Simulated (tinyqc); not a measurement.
RHF in the sto-6g basis, for H2F+, spin multiplicity 1, step by step (part 1 of 2). Computed by tinyqc, a small Python program that keeps every step (integrals from PySCF). Settings: charge = 1, multiplicity = 1, basis = sto-6g, energy threshold = 1e-09, iteration cap = 65, orthogonalisation = symmetric, start = core, DIIS depth = 8, damping = 0.5, method = RHF. Command: `OMP_NUM_THREADS=1 python tinyqc.py 21914 21915 out.jsonl` (the two numbers bound the seeds that draw the settings). One thread of a shared host (Intel(R) Xeon(R) Processor @ 2.60GHz), about 0.2 s of CPU time with the checks. Later iterations appear only in the table of the cycle.

## One-electron integrals

Geometry (angstrom):
```
atom         x          y         z
F     0.000000   0.000000  0.000000
H     0.000000   1.044000  0.746000
H     0.000000  -1.112000  0.795000
```

Basis sto-6g: exponents (1/bohr^2) and contraction coefficients of normalised primitives:
```
element  l (shell)     exponent  coefficient
F            s (1)  1728.626574     0.009164
F            s (1)   316.941790     0.049361
F            s (1)    88.668891     0.168538
F            s (1)    30.460157     0.370563
F            s (1)    11.828570     0.416492
F            s (1)     4.871659     0.130334
F            s (2)    67.032281    -0.013253
F            s (2)    13.267438    -0.046992
F            s (2)     4.123510    -0.033785
F            s (2)     1.586463     0.250242
F            s (2)     0.689002     0.595117
F            s (2)     0.315820     0.240706
F            p (3)    67.032281     0.003760
F            p (3)    13.267438     0.037679
F            p (3)     4.123510     0.173897
F            p (3)     1.586463     0.418036
F            p (3)     0.689002     0.425860
F            p (3)     0.315820     0.101708
H            s (1)    35.523221     0.009164
H            s (1)     6.513144     0.049361
H            s (1)     1.822143     0.168538
H            s (1)     0.625955     0.370563
H            s (1)     0.243077     0.416492
H            s (1)     0.100112     0.130334
```

Overlap, kinetic and nuclear-attraction integrals over the contracted functions; the nuclear repulsion is the sum of Za Zb / Rab.

nuclear repulsion = 7.44113612 hartree

overlap S:
```
           1F 1s     1F 2s    1F 2px     1F 2py    1F 2pz     2H 1s      3H 1s
1F 1s   1.000000  0.232479  0.000000   0.000000  0.000000  0.021692   0.017857
1F 2s   0.232479  1.000000  0.000000   0.000000  0.000000  0.248282   0.213666
1F 2px  0.000000  0.000000  1.000000   0.000000  0.000000  0.000000   0.000000
1F 2py  0.000000  0.000000  0.000000   1.000000  0.000000  0.176858  -0.155107
1F 2pz  0.000000  0.000000  0.000000   0.000000  1.000000  0.126375   0.110890
2H 1s   0.021692  0.248282  0.000000   0.176858  0.126375  1.000000   0.093026
3H 1s   0.017857  0.213666  0.000000  -0.155107  0.110890  0.093026   1.000000
```

kinetic energy T (hartree):
```
            1F 1s      1F 2s    1F 2px     1F 2py    1F 2pz      2H 1s      3H 1s
1F 1s   37.397730  -1.143349  0.000000   0.000000  0.000000  -0.005447  -0.005038
1F 2s   -1.143349   1.082297  0.000000   0.000000  0.000000   0.008610  -0.002547
1F 2px   0.000000   0.000000  3.251325   0.000000  0.000000   0.000000   0.000000
1F 2py   0.000000   0.000000  0.000000   3.251325  0.000000   0.056978  -0.037851
1F 2pz   0.000000   0.000000  0.000000   0.000000  3.251325   0.040714   0.027061
2H 1s   -0.005447   0.008610  0.000000   0.056978  0.040714   0.768522  -0.012121
3H 1s   -0.005038  -0.002547  0.000000  -0.037851  0.027061  -0.012121   0.768522
```

nuclear attraction V (hartree):
```
             1F 1s       1F 2s      1F 2px      1F 2py      1F 2pz      2H 1s      3H 1s
1F 1s   -78.621980   -8.051584    0.000000   -0.000788   -0.008897  -0.857798  -0.705537
1F 2s    -8.051584  -12.274629    0.000000   -0.009161   -0.104963  -2.151282  -1.815981
1F 2px    0.000000    0.000000  -12.244906    0.000000    0.000000   0.000000   0.000000
1F 2py   -0.000788   -0.009161    0.000000  -12.302919   -0.003799  -1.313324   1.121775
1F 2pz   -0.008897   -0.104963    0.000000   -0.003799  -12.274541  -0.957727  -0.820129
2H 1s    -0.857798   -2.151282    0.000000   -1.313324   -0.957727  -5.160161  -0.531737
3H 1s    -0.705537   -1.815981    0.000000    1.121775   -0.820129  -0.531737  -4.944774
```

core Hamiltonian H = T + V (hartree):
```
             1F 1s       1F 2s     1F 2px     1F 2py     1F 2pz      2H 1s      3H 1s
1F 1s   -41.224251   -9.194933   0.000000  -0.000788  -0.008897  -0.863244  -0.710576
1F 2s    -9.194933  -11.192332   0.000000  -0.009161  -0.104963  -2.142673  -1.818528
1F 2px    0.000000    0.000000  -8.993580   0.000000   0.000000   0.000000   0.000000
1F 2py   -0.000788   -0.009161   0.000000  -9.051594  -0.003799  -1.256346   1.083924
1F 2pz   -0.008897   -0.104963   0.000000  -0.003799  -9.023215  -0.917013  -0.793069
2H 1s    -0.863244   -2.142673   0.000000  -1.256346  -0.917013  -4.391639  -0.543859
3H 1s    -0.710576   -1.818528   0.000000   1.083924  -0.793069  -0.543859  -4.176251
```

## Two-electron integrals

Functions are numbered as in S; the eight-fold symmetry (ij|kl) = (ji|kl) = (kl|ij) leaves the list below.

Two-electron integrals (ij|kl) in chemists' order, unique and non-zero (hartree):
```
(11|11) 5.406240    (21|11) 0.768129    (21|21) 0.138909    (22|11) 1.266271
(22|21) 0.283987    (22|22) 0.926367    (31|31) 0.029452    (32|31) 0.044681
(32|32) 0.204753    (33|11) 1.266273    (33|21) 0.283987    (33|22) 0.926366
(33|33) 0.998085    (41|41) 0.029452    (42|41) 0.044681    (42|42) 0.204753
(43|43) 0.053789    (44|11) 1.266273    (44|21) 0.283987    (44|22) 0.926366
(44|33) 0.890506    (44|44) 0.998085    (51|51) 0.029452    (52|51) 0.044681
(52|52) 0.204753    (53|53) 0.053789    (54|54) 0.053789    (55|11) 1.266273
(55|21) 0.283987    (55|22) 0.926366    (55|33) 0.890506    (55|44) 0.890506
(55|55) 0.998085    (61|11) 0.076172    (61|21) 0.013217    (61|22) 0.026473
(61|33) 0.026430    (61|41) 0.000468    (61|42) 0.000920    (61|44) 0.026517
(61|51) 0.000334    (61|52) 0.000657    (61|54) 0.000062    (61|55) 0.026474
(61|61) 0.001278    (62|11) 0.210913    (62|21) 0.048098    (62|22) 0.177321
(62|33) 0.174763    (62|41) 0.002847    (62|42) 0.022259    (62|44) 0.179842
(62|51) 0.002034    (62|52) 0.015906    (62|54) 0.003629    (62|55) 0.177356
(62|61) 0.004587    (62|62) 0.043845    (63|31) 0.005098    (63|32) 0.030009
(63|43) 0.004561    (63|53) 0.003259    (63|63) 0.006121    (64|11) 0.123817
(64|21) 0.028611    (64|22) 0.112656    (64|33) 0.108112    (64|41) 0.006519
(64|42) 0.042899    (64|44) 0.120219    (64|51) 0.001016    (64|52) 0.009211
(64|54) 0.005392    (64|55) 0.109636    (64|61) 0.002834    (64|62) 0.034182
(64|64) 0.032466    (65|11) 0.088474    (65|21) 0.020444    (65|22) 0.080499
(65|33) 0.077253    (65|41) 0.001016    (65|42) 0.009211    (65|44) 0.079385
(65|51) 0.005823    (65|52) 0.036591    (65|54) 0.006085    (65|55) 0.084860
(65|61) 0.002025    (65|62) 0.024425    (65|64) 0.018825    (65|65) 0.019573
(66|11) 0.408237    (66|21) 0.094814    (66|22) 0.402896    (66|33) 0.391170
(66|41) 0.006167    (66|42) 0.068747    (66|44) 0.414457    (66|51) 0.004407
(66|52) 0.049124    (66|54) 0.016640    (66|55) 0.403060    (66|61) 0.009078
(66|62) 0.136109    (66|64) 0.122628    (66|65) 0.087625    (66|66) 0.774999
(71|11) 0.062662    (71|21) 0.010875    (71|22) 0.021790    (71|33) 0.021754
(71|41) -0.000384   (71|42) -0.000757   (71|44) 0.021825    (71|51) 0.000275
(71|52) 0.000541    (71|54) -0.000050   (71|55) 0.021790    (71|61) 0.001038
(71|62) 0.003666    (71|64) 0.002093    (71|65) 0.001621    (71|66) 0.007221
(71|71) 0.000865    (72|11) 0.178142    (72|21) 0.040645    (72|22) 0.150398
(72|33) 0.148230    (72|41) -0.002402   (72|42) -0.018975   (72|44) 0.152535
(72|51) 0.001717    (72|52) 0.013566    (72|54) -0.003078   (72|55) 0.150430
(72|61) 0.003763    (72|62) 0.029682    (72|64) 0.016168    (72|65) 0.016115
(72|66) 0.073781    (72|71) 0.003190    (72|72) 0.031962    (73|31) 0.004248
(73|32) 0.025211    (73|43) -0.003869   (73|53) 0.002766    (73|63) 0.003950
(73|73) 0.004400    (74|11) -0.106223   (74|21) -0.024552   (74|22) -0.096993
(74|33) -0.093146   (74|41) 0.005452    (74|42) 0.036242    (74|44) -0.103400
(74|51) -0.000861   (74|52) -0.007886   (74|54) 0.004565    (74|55) -0.094432
(74|61) -0.002185   (74|62) -0.016506   (74|64) -0.005401   (74|65) -0.008799
(74|66) -0.039212   (74|71) -0.001999   (74|72) -0.025288   (74|74) 0.024156
(75|11) 0.075942    (75|21) 0.017553    (75|22) 0.069343    (75|33) 0.066593
(75|41) -0.000861   (75|42) -0.007886   (75|44) 0.068392    (75|51) 0.004864
(75|52) 0.030849    (75|54) -0.005155   (75|55) 0.073044    (75|61) 0.001689
(75|62) 0.016294    (75|64) 0.008747    (75|65) 0.012646    (75|66) 0.044243
(75|71) 0.001429    (75|72) 0.018079    (75|74) -0.014124   (75|75) 0.014498
(76|11) 0.048331    (76|21) 0.011166    (76|22) 0.045549    (76|33) 0.044699
(76|41) -0.000012   (76|42) -0.000139   (76|44) 0.045430    (76|51) 0.000714
(76|52) 0.007021    (76|54) -0.000027   (76|55) 0.046517    (76|61) 0.001054
(76|62) 0.011610    (76|64) 0.007969    (76|65) 0.007426    (76|66) 0.041496
(76|71) 0.000868    (76|72) 0.010054    (76|74) -0.007093   (76|75) 0.006522
(76|76) 0.004257    (77|11) 0.384347    (77|21) 0.089290    (77|22) 0.380645
(77|33) 0.370258    (77|41) -0.005531   (77|42) -0.062500   (77|44) 0.390879
(77|51) 0.003954    (77|52) 0.044683    (77|54) -0.014743   (77|55) 0.380798
(77|61) 0.008264    (77|62) 0.082299    (77|64) 0.043274    (77|65) 0.048558
(77|66) 0.244894    (77|71) 0.007029    (77|72) 0.112247    (77|74) -0.102473
(77|75) 0.073261    (77|76) 0.041496    (77|77) 0.774999
```

## Orthogonalisation

S = U s U^T; symmetric (Loewdin) form X = U s^(-1/2) U^T, so that X^T S X = 1.

eigenvalues of S: 0.614208  0.717738  0.908641  1.000000  1.091554  1.191574  1.476284

X:
```
            1F 1s      1F 2s    1F 2px     1F 2py     1F 2pz      2H 1s      3H 1s
1F 1s    1.021725  -0.125178  0.000000  -0.000481  -0.002414   0.011879   0.010244
1F 2s   -0.125178   1.064395  0.000000   0.004817   0.021689  -0.130859  -0.108820
1F 2px   0.000000   0.000000  1.000000   0.000000   0.000000   0.000000   0.000000
1F 2py  -0.000481   0.004817  0.000000   1.023588   0.002259  -0.099298   0.086589
1F 2pz  -0.002414   0.021689  0.000000   0.002259   1.010869  -0.065261  -0.055413
2H 1s    0.011879  -0.130859  0.000000  -0.099298  -0.065261   1.046452  -0.035346
3H 1s    0.010244  -0.108820  0.000000   0.086589  -0.055413  -0.035346   1.034647
```

## Starting guess

The start is the orbitals of the core Hamiltonian; D = 2 C_occ C_occ^T.

D at the start:
```
            1F 1s      1F 2s    1F 2px     1F 2py     1F 2pz      2H 1s      3H 1s
1F 1s    2.118382  -0.515527  0.000000  -0.002634  -0.012660   0.041873   0.035226
1F 2s   -0.515527   2.242168  0.000000   0.015519   0.070543  -0.174197  -0.146027
1F 2px   0.000000   0.000000  2.000000   0.000000   0.000000   0.000000   0.000000
1F 2py  -0.002634   0.015519  0.000000   2.083435   0.007868  -0.168578   0.146738
1F 2pz  -0.012660   0.070543  0.000000   0.007868   2.038052  -0.108991  -0.092908
2H 1s    0.041873  -0.174197  0.000000  -0.168578  -0.108991   0.032185   0.003968
3H 1s    0.035226  -0.146027  0.000000   0.146738  -0.092908   0.003968   0.023867
```

## Iteration 1: building the Fock matrix

J_ij = sum D_kl (ij|kl), K_ij = sum D_kl (ik|jl); F = H + J - 0.5 K; E = tr D H + tr D J / 2 - 0.25 tr D K + E_nn.

Coulomb J (hartree):
```
            1F 1s     1F 2s    1F 2px     1F 2py     1F 2pz     2H 1s      3H 1s
1F 1s   21.052829  3.813085  0.000000   0.000361   0.001869  0.364892   0.300258
1F 2s    3.813085  9.961033  0.000000   0.000280   0.001921  1.841800   1.561023
1F 2px   0.000000  0.000000  9.961440   0.000000   0.000000  0.000000   0.000000
1F 2py   0.000361  0.000280  0.000000   9.960759  -0.000181  1.148714  -0.988782
1F 2pz   0.001869  0.001921  0.000000  -0.000181   9.960894  0.820635   0.706671
2H 1s    0.364892  1.841800  0.000000   1.148714   0.820635  4.030121   0.460748
3H 1s    0.300258  1.561023  0.000000  -0.988782   0.706671  0.460748   3.808215
```

exchange K (hartree):
```
            1F 1s     1F 2s    1F 2px     1F 2py     1F 2pz     2H 1s      3H 1s
1F 1s   11.154938  1.805633  0.000000   0.000131   0.000668  0.187565   0.154718
1F 2s    1.805633  3.216457  0.000000   0.000754   0.005763  0.515477   0.436128
1F 2px   0.000000  0.000000  2.672618   0.000000   0.000000  0.000000   0.000000
1F 2py   0.000131  0.000754  0.000000   2.676138  -0.000129  0.241821  -0.209045
1F 2pz   0.000668  0.005763  0.000000  -0.000129   2.673720  0.172535   0.148621
2H 1s    0.187565  0.515477  0.000000   0.241821   0.172535  0.136708   0.065030
3H 1s    0.154718  0.436128  0.000000  -0.209045   0.148621  0.065030   0.100929
```

Fock matrix F (hartree):
```
             1F 1s      1F 2s     1F 2px     1F 2py     1F 2pz      2H 1s      3H 1s
1F 1s   -25.748891  -6.284665   0.000000  -0.000493  -0.007362  -0.592135  -0.487677
1F 2s    -6.284665  -2.839528   0.000000  -0.009257  -0.105924  -0.558611  -0.475569
1F 2px    0.000000   0.000000  -0.368449   0.000000   0.000000   0.000000   0.000000
1F 2py   -0.000493  -0.009257   0.000000  -0.428904  -0.003915  -0.228543   0.199665
1F 2pz   -0.007362  -0.105924   0.000000  -0.003915  -0.399181  -0.182644  -0.160708
2H 1s    -0.592135  -0.558611   0.000000  -0.228543  -0.182644  -0.429871  -0.115626
3H 1s    -0.487677  -0.475569   0.000000   0.199665  -0.160708  -0.115626  -0.418501
```

total energy of this density = -98.88716747 hartree

This density is the starting one.

## Iteration 1: diagonalisation and new density

Diagonalise F' = X^T F X, C = X C', fill 5 alpha and 5 beta electrons from the bottom; D = 2 C_occ C_occ^T; the new density keeps 0.5 of the old one (damping). Each column has its largest component positive (the first on a tie).

F' = X^T F X (hartree):
```
            1          2          3          4          5          6          7
1  -25.338584  -3.152917   0.000000  -0.001527  -0.007352  -0.058529  -0.040795
2   -3.152917  -1.731539   0.000000  -0.000766  -0.066512  -0.221785  -0.184425
3    0.000000   0.000000  -0.368449   0.000000   0.000000   0.000000   0.000000
4   -0.001527  -0.000766   0.000000  -0.372928   0.001263  -0.179340   0.156704
5   -0.007352  -0.066512   0.000000   0.001263  -0.372788  -0.126973  -0.108635
6   -0.058529  -0.221785   0.000000  -0.179340  -0.126973  -0.296060  -0.030667
7   -0.040795  -0.184425   0.000000   0.156704  -0.108635  -0.030667  -0.320128
```

orbital energies (hartree): MO1 -25.752899, MO2 -1.401390, MO3 -0.567411, MO4 -0.465516, MO5 -0.368449, MO6 -0.169335, MO7 -0.075475

coefficients C:
```
              MO1        MO2        MO3        MO4       MO5        MO6        MO7
1F 1s    0.996788  -0.243737   0.007514   0.064369  0.000000   0.048116   0.018303
1F 2s    0.013752   0.984220  -0.039082  -0.326795  0.000000  -0.295471  -0.116461
1F 2px   0.000000   0.000000   0.000000   0.000000  1.000000   0.000000   0.000000
1F 2py   0.000106   0.009347   0.708137  -0.023874  0.000000   0.202195  -0.722579
1F 2pz   0.000730   0.102991   0.034490   0.761970  0.000000  -0.637094  -0.177150
2H 1s   -0.001819   0.071967   0.417592   0.337583  0.000000   0.425846   0.807974
3H 1s   -0.001532   0.061294  -0.400994   0.394024  0.000000   0.760375  -0.443032
```

D after iteration 1:
```
            1F 1s      1F 2s    1F 2px     1F 2py     1F 2pz      2H 1s      3H 1s
1F 1s    2.116385  -0.505276  0.000000   0.000294   0.018601   0.026450   0.023496
1F 2s   -0.505276   2.198284  0.000000  -0.002913  -0.113708  -0.142933  -0.125801
1F 2px   0.000000   0.000000  2.000000   0.000000   0.000000   0.000000   0.000000
1F 2py   0.000294  -0.002913  0.000000   1.543833   0.011129   0.204036  -0.219424
1F 2pz   0.018601  -0.113708  0.000000   0.011129   1.611422   0.224546   0.246261
2H 1s    0.026450  -0.142933  0.000000   0.204036   0.224546   0.309620  -0.028039
3H 1s    0.023496  -0.125801  0.000000  -0.219424   0.246261  -0.028039   0.331744
```

## Iteration 2: building the Fock matrix

As before.

Coulomb J (hartree):
```
            1F 1s      1F 2s    1F 2px     1F 2py     1F 2pz     2H 1s      3H 1s
1F 1s   20.304362   3.649453  0.000000  -0.000071  -0.001610  0.349573   0.287662
1F 2s    3.649453   9.526207  0.000000  -0.000330   0.015684  1.786338   1.515111
1F 2px   0.000000   0.000000  9.544387   0.000000   0.000000  0.000000   0.000000
1F 2py  -0.000071  -0.000330  0.000000   9.518081   0.001588  1.123756  -0.968235
1F 2pz  -0.001610   0.015684  0.000000   0.001588   9.516150  0.807862   0.696166
2H 1s    0.349573   1.786338  0.000000   1.123756   0.807862  4.105118   0.457591
3H 1s    0.287662   1.515111  0.000000  -0.968235   0.696166  0.457591   3.907688
```

exchange K (hartree):
```
            1F 1s      1F 2s    1F 2px     1F 2py     1F 2pz     2H 1s      3H 1s
1F 1s   11.124374   1.767029  0.000000   0.000159   0.000822  0.184586   0.152528
1F 2s    1.767029   3.068646  0.000000  -0.001282  -0.035306  0.566997   0.483943
1F 2px   0.000000   0.000000  2.628239   0.000000   0.000000  0.000000   0.000000
1F 2py   0.000159  -0.001282  0.000000   2.299109   0.013767  0.363664  -0.327071
1F 2pz   0.000822  -0.035306  0.000000   0.013767   2.337547  0.292844   0.267562
2H 1s    0.184586   0.566997  0.000000   0.363664   0.292844  0.470394   0.087100
3H 1s    0.152528   0.483943  0.000000  -0.327071   0.267562  0.087100   0.440537
```

Fock matrix F (hartree):
```
             1F 1s      1F 2s     1F 2px     1F 2py     1F 2pz      2H 1s      3H 1s
1F 1s   -26.482076  -6.428994   0.000000  -0.000938  -0.010917  -0.605964  -0.499178
1F 2s    -6.428994  -3.200448   0.000000  -0.008849  -0.071626  -0.639833  -0.545389
1F 2px    0.000000   0.000000  -0.763313   0.000000   0.000000   0.000000   0.000000
1F 2py   -0.000938  -0.008849   0.000000  -0.683068  -0.009094  -0.314422   0.279224
1F 2pz   -0.010917  -0.071626   0.000000  -0.009094  -0.675839  -0.255573  -0.230684
2H 1s    -0.605964  -0.639833   0.000000  -0.314422  -0.255573  -0.521718  -0.129818
3H 1s    -0.499178  -0.545389   0.000000   0.279224  -0.230684  -0.129818  -0.488832
```

total energy of this density = -99.21950315 hartree

This density is a damped mixture and is not idempotent.

## Iteration 2: DIIS over 2 matrices

error matrix X^T (FDS - SDF) X:
```
           1          2         3          4          5          6          7
1   0.000000   0.004375  0.000000   0.000081  -0.000025  -0.063870  -0.054536
2  -0.004375   0.000000  0.000000   0.002490  -0.007318   0.176976   0.152810
3   0.000000   0.000000  0.000000   0.000000   0.000000   0.000000   0.000000
4  -0.000081  -0.002490  0.000000   0.000000   0.000106   0.187010  -0.158077
5   0.000025   0.007318  0.000000  -0.000106   0.000000   0.130892   0.106668
6   0.063870  -0.176976  0.000000  -0.187010  -0.130892   0.000000   0.000776
7   0.054536  -0.152810  0.000000   0.158077  -0.106668  -0.000776   0.000000
```

B (overlaps of the stored error matrices):
```
               1              2
1  1.0371384e+00  5.5688453e-01
2  5.5688453e-01  3.0055276e-01
```

Minimise |sum c_i e_i|^2 with sum c_i = 1: solve [B -1; -1 0][c; lambda] = [0; -1] with B_ij = tr e_i^T e_j, and take F = sum c_i F_i.

DIIS coefficients: -1.144736  2.144736

extrapolated F (hartree):
```
             1F 1s      1F 2s     1F 2px     1F 2py     1F 2pz      2H 1s      3H 1s
1F 1s   -27.321379  -6.594213   0.000000  -0.001447  -0.014988  -0.621795  -0.512344
1F 2s    -6.594213  -3.613607   0.000000  -0.008381  -0.032365  -0.732811  -0.625314
1F 2px    0.000000   0.000000  -1.215328   0.000000   0.000000   0.000000   0.000000
1F 2py   -0.001447  -0.008381   0.000000  -0.974018  -0.015023  -0.412732   0.370299
1F 2pz   -0.014988  -0.032365   0.000000  -0.015023  -0.992540  -0.339056  -0.310787
2H 1s    -0.621795  -0.732811   0.000000  -0.412732  -0.339056  -0.626857  -0.146065
3H 1s    -0.512344  -0.625314   0.000000   0.370299  -0.310787  -0.146065  -0.569342
```
